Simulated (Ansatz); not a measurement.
A made-up structure of H$_{2}$SO$_{2}$, singlet:

O1  (-1.140, 0.210, -0.681)
S2  (-0.441, -0.684, 0.497)
O3  (0.727, 0.294, 1.092)
H4  (-0.691, 0.039, -1.516)
H5  (-1.994, 0.658, -0.791)
(Å)

It is relaxed with PBE-D4/def2-SVP and then PBE0-D4/def2-TZVP (Ansatz 0.2.0). Atoms count as bonded within 1.22 times the sum of their covalent radii (H–H: 0.88 Å). The end point is not checked to be a true minimum.

Q: Does its bonding change? (Judge from chemistry; the calculation decides.)

A: The calculation gives: Yes. Formed: none; broken: O1–S2.

Where it ends: The first stage lowers the energy by 1.92 eV in 11 steps. It ends as a complex of H₂O + SO:
```json
{"atom": "O1", "x (Å)": "-1.4250", "y (Å)": "-0.0389", "z (Å)": "-0.9982"}
{"atom": "S2", "x (Å)": "-0.2678", "y (Å)": "-0.7725", "z (Å)": "0.7957"}
{"atom": "O3", "x (Å)": "0.6610", "y (Å)": "0.3488", "z (Å)": "1.1061"}
{"atom": "H4", "x (Å)": "-0.7221", "y (Å)": "0.1828", "z (Å)": "-1.6197"}
{"atom": "H5", "x (Å)": "-1.7856", "y (Å)": "0.7977", "z (Å)": "-0.6827"}
```

For scale, one of the runs: PBE0-D4/def2-TZVP relaxation, 111 basis functions, launched by `ansatz run in.yaml --threads 2 --pin off --events-out ev --progress --plain --max-ram 4352MiB`. Hardware: 2 CPU threads of an Arm Neoverse V2, shared host. Wall time about 8.5 s.
